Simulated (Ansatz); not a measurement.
**H2+ (doublet): basis-set convergence**

How large a basis does H2+ (doublet) need? Two functionals are run in growing sets.

Program: Ansatz 0.2.0, Gaussian basis. Level of theory: one geometry, several basis sets. These are calculated values, not measurements.

Levels to be run: PBE0-D4/def2-SVP; ωB97M-V/def2-SVP; PBE0-D4/def2-QZVPP; ωB97M-V/def2-QZVPP; the functionals' def2-TZVPP values are taken from earlier runs.

6 further runs of the same task are left out: 6 set aside as unsound or not needed.

### 1 The geometry

The geometry comes from an earlier relaxation with PBE0-D4 in a triple-zeta def2 set; it is a stationary point.

2 atoms, charge 1, spin multiplicity 2.

Atoms are counted from 1 here; the program's logs count them from 0.

No contacts short enough for the rule that draws bonds.

### 2 PBE0-D4 in def2-SVP

Input file in.yaml:

```yaml
crystal:
  periodic: [false, false, false]
  atoms:
    - {symbol: H, position_ang: [0.000000, -0.000000, -0.035158]}
    - {symbol: H, position_ang: [-0.000000, 0.000000, 1.062068]}
basis:
  gaussian: {orbitals: def2-SVP}
total_charge: 1
magnetization: {spin_polarized: true, initial_magnetization: 1}
hamiltonian: {xc: pbe0, dispersion: d4}
output: {orbitals: {seedname: orbitals}}
```

Launch:

```console
$ ansatz run in.yaml --threads 2 --pin off --events-out ev --progress --plain --max-ram 20480MiB --backend cpu
```

After this run come: ωB97M-V in def2-SVP; PBE0-D4 in def2-QZVPP; ωB97M-V in def2-QZVPP.

Q: Predict the results of all the runs planned. Wanted: PBE0-D4: double and triple zeta above quadruple; ωB97M-V: double and triple zeta above quadruple.

The runs gave:

| quantity | value |
| --- | --- |
| PBE0-D4: double and triple zeta above quadruple | 0.06, 0.01 eV |
| ωB97M-V: double and triple zeta above quadruple | 0.10, 0.02 eV |

For PBE0-D4 the step from double to triple zeta gains 0.05 eV and the next only 0.01 eV. These are total energies; as a rule much of such shifts cancels in differences, which this series doesn't test.
